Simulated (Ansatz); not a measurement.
**Rutile MnF2**

Method: PBEsol-D3(BJ) in Ansatz (plane waves, PAW).

Settings: plane-wave cutoff 520 eV, 8×8×10 k mesh (along the axes of the cell as run), Fermi–Dirac smearing 0.01 eV, spin-polarised with opposed moments, scalar-relativistic PAW data made under PBE.

Cell: relaxed at this level.

```yaml
equilibrium_volume_per_atom: 12.64 Å³/atom
bulk modulus B0: 97.3 GPa
band_gap: 2.01 eV (indirect)
smallest_direct_gap_on_the_k_points_sampled: 2.11 eV
magnetic moment (largest site, within a sphere): 4.08 μB
pressure derivative B′ of the bulk modulus: 4.7
```

Measured, for comparison: band gap 9.9 eV (temperature not stated, no zero-point or thermal correction, the source doubts the polymorph; as tabulated in Das and Bazhirov (2019), arXiv:1808.05325). Computed (rounded) less measured: band gap not scored (a reference that its source doubts or gives as a wide range).

Note: without U or exact exchange, gaps and moments of open d shells tend to come out too small; the bulk modulus comes from volumes at which shape and atoms were relaxed.

Moments are spin moments.

The computed numbers hold no vibrational or temperature effects.

Computing time: around 22 core-minutes (rough).

Ansatz is a first-principles code.
